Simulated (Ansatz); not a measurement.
Tetrafluoroethylene, C$_{2}$F$_{4}$. Charge 0, multiplicity 1.

```csv
atom,x (Å),y (Å),z (Å)
F1,-0.0901,1.3899,1.0790
C2,0.1869,0.2020,0.5998
F3,0.8719,-0.5446,1.4308
C4,-0.1869,-0.2020,-0.5998
F5,-0.8720,0.5446,-1.4308
F6,0.0901,-1.3899,-1.0790
```

Question: What are the harmonic wavenumbers in cm⁻¹ at PBE0-D4/def2-TZVP (Ansatz, finite differences of forces, unscaled)? (Best estimate.)

Answer: Computed: 203, 211, 403, 429, 561, 563, 570, 814, 1217, 1372, 1374, 1943.

Question: Is this a minimum?

Answer: Yes, all 12 modes are real.

Question: Give the ideal-gas thermochemistry at 298.15 K and 1 bar (rigid rotor, harmonic oscillator; point group D2h, symmetry number 4).

Answer: Zero-point energy 57.8 kJ/mol; H(298) − E = 73.8 kJ/mol; entropy 298.4 J/(mol·K), of which translation 166.3, rotation 99.6, vibration 32.5; G(298) − E = -15.2 kJ/mol.

Question: And at 400, 500, 600, 800 and 1000 K?

Answer: 
| T (K) | H − E (kJ/mol) | S (J/mol/K) | G − E (kJ/mol) |
| --- | --- | --- | --- |
| 400 | 82.5 | 323.3 | -46.8 |
| 500 | 92.0 | 344.5 | -80.3 |
| 600 | 102.2 | 363.2 | -115.7 |
| 800 | 124.3 | 394.9 | -191.6 |
| 1000 | 147.9 | 421.1 | -273.3 |
